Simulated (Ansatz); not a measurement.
# CH₅Si− (SMILES [CH2-][SiH3]): a relaxed scan of the bond length Si2–H7

One table from this session's results is given with a row withheld; the runs are named, their logs left out.

Program: Ansatz 0.2.0, Gaussian basis. Level of theory: single points in def2-TZVPPD. These are calculated values, not measurements.

Levels: PBE-D4, r2SCAN-D4, PBE0-D4, B3LYP-D4, wB97M-V, Hartree-Fock, MP2, CCSD, CCSD(T). The scan takes 1.243, 1.307, 1.401, 1.510, 1.631, 1.762, 1.901, 2.046, 2.199 Å.

Cores are frozen in the correlated methods. B3LYP uses VWN-RPA correlation.

27 further runs of the same task are left out: 27 set aside as unsound or not needed.

### Starting geometry

The minimum, relaxed at PBE0-D4: 7 atoms, charge -1, spin multiplicity 1.

Atoms are counted from 1 here; the program's logs count them from 0.

Bond lengths: C1–Si2 1.776 Å, C1–H3 1.093 Å, C1–H4 1.093 Å, Si2–H5 1.549 Å, Si2–H6 1.516 Å, Si2–H7 1.516 Å. Angles: Si2–C1–H3 117.9°, Si2–C1–H4 117.9°, H3–C1–H4 112.4°, C1–Si2–H5 125.7°, C1–Si2–H6 112.9°, C1–Si2–H7 112.9°, H5–Si2–H6 98.8°, H5–Si2–H7 98.8°, H6–Si2–H7 105.0°.

Coordinates:

```xyz
7
CH5Si
C    -0.11675   -1.10445    0.36467
Si    0.10295    0.59779   -0.09284
H    -1.13702   -1.46613    0.51509
H     0.52191   -1.84982   -0.11588
H    -0.27252    1.22197   -1.45957
H    -0.64845    1.55455    0.81233
H     1.54988    1.04609   -0.02381
```

Energies of the minimum (eV), from earlier single points: PBE-D4 -8990.16140, r2SCAN-D4 -8994.39186, PBE0-D4 -8991.12826, B3LYP-D4 -8996.96615, wB97M-V -8994.30503, CCSD(T) -8981.20085.

At the minimum the bond length Si2–H7 is 1.516 Å.

The first run:

File relax/in.yaml:

```yaml
crystal:
  periodic: [false, false, false]
  atoms:
    - {symbol: C, position_ang: [-0.116746, -1.104448, 0.364673]}
    - {symbol: Si, position_ang: [0.102953, 0.597789, -0.092840]}
    - {symbol: H, position_ang: [-1.137022, -1.466129, 0.515091]}
    - {symbol: H, position_ang: [0.521914, -1.849822, -0.115882]}
    - {symbol: H, position_ang: [-0.272515, 1.221967, -1.459565]}
    - {symbol: H, position_ang: [-0.648449, 1.554552, 0.812328]}
    - {symbol: H, position_ang: [1.289039, 0.965276, -0.036251]}
basis:
  gaussian: {orbitals: def2-TZVPD}
total_charge: -1
hamiltonian: {xc: pbe0, dispersion: d4}
relax: {f_tol: 0.005, max_steps: 200, constraints: [{distance: [1, 6]}]}
```

The command line of these runs was not kept.

Among the steps run: Si2–H7 = 1.243 Å; Si2–H7 = 1.307 Å; Si2–H7 = 1.401 Å; Si2–H7 = 1.510 Å; Si2–H7 = 1.631 Å; Si2–H7 = 1.762 Å; Si2–H7 = 1.901 Å; Si2–H7 = 2.046 Å; Si2–H7 = 2.199 Å.

One of the session's tables, all rows but one given; the rest of the session is left out.

It belongs to the step «The curves». Energies less that of the minimum at the same level (kcal/mol):

| bond length (Å) | PBE-D4 | PBE0-D4 | B3LYP-D4 | wB97M-V | Hartree-Fock |
| --- | --- | --- | --- | --- | --- |
| 1.243 | 20.5 | 19.9 | 19.1 | 18.9 | 19.5 |
| 1.307 | 10.9 | 10.4 | 9.9 | 9.7 | 10.0 |
| 1.401 | ? | ? | ? | ? | ? |
| 1.510 | 0.0 | 0.0 | 0.0 | 0.0 | 0.0 |
| 1.516 (minimum) | 0.0 | 0.0 | 0.0 | 0.0 | 0.0 |
| 1.631 | 1.5 | 1.8 | 1.9 | 2.1 | 2.2 |
| 1.762 | 3.4 | 4.4 | 4.2 | 5.1 | 5.6 |
| 1.901 | 7.8 | 9.4 | 8.7 | 10.9 | 11.8 |
| 2.046 | 13.4 | 15.6 | 14.6 | 17.3 | 18.7 |
| 2.199 | 19.2 | 22.1 | 20.7 | 23.8 | 25.7 |

Estimate the missing values for bond length (Å) = 1.401.

Worked estimate for «PBE-D4». A straight line through the neighbours (1.307, 10.9) and (1.510, 0.0) gives 10.9 + (0.0 − 10.9) × (1.401 − 1.307) / (1.510 − 1.307) = 5.9; a parabola fitted to 4 rows on both sides gives 3.5.

As computed: PBE-D4: 3.0; PBE0-D4: 2.7; B3LYP-D4: 2.4; wB97M-V: 2.3; Hartree-Fock: 2.4. In «PBE-D4» the line misses by +2.9 and the parabola by +0.5.

Caveats from the session: A polynomial through the near points puts the CCSD(T) minimum 0.011 Å below the PBE0-D4 value.
